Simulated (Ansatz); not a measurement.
# CAlF: the cost of one run

Method: def2-QZVPP, core rule «outside noble gas», up to 7 orbitals frozen; program: Ansatz 0.2.0, Gaussian basis.

The runs, in order: UHF; ROHF; CCSD(T) on UHF.

2 further runs of the same task are left out: 2 set aside as unsound or not needed.

## Step 1: The geometry

The geometry is a PBE0/def2-TZVP stationary point (not a proven minimum) of the parent state, kept for this charge and spin.

3 atoms, charge 1, spin multiplicity 4.

Atoms are counted from 1 here; the program's logs count them from 0.

Bond lengths: C1–Al2 1.940 Å, Al2–F3 1.645 Å. Angles: C1–Al2–F3 180.0°.

Coordinates:

```xyz
3
CAlF
C     0.0000    0.0000    1.8418
Al    0.0000    0.0000   -0.0984
F     0.0000    0.0000   -1.7433
```

## Step 2: UHF

in.yaml reads:

```yaml
crystal:
  periodic: [false, false, false]
  atoms:
    - {symbol: C, position_ang: [0.000000, 0.000000, 1.841767]}
    - {symbol: Al, position_ang: [0.000000, 0.000000, -0.098433]}
    - {symbol: F, position_ang: [0.000000, 0.000000, -1.743333]}
basis:
  gaussian: {orbitals: "def2-QZVPP.json"}
total_charge: 1
magnetization: {spin_polarized: true, initial_magnetization: 3}
hamiltonian: {xc: hf}
output: {orbitals: {seedname: orbitals}}
```

The run is started by

```
$ ansatz run in.yaml --threads 1 --pin off --events-out ev --progress --plain --max-ram 2393MiB
```

**Question.** How long does this run take on 1 thread of Arm Neoverse V1, shared host, and how much memory does it need?

About 6 s, with a peak of 0.32 GiB.
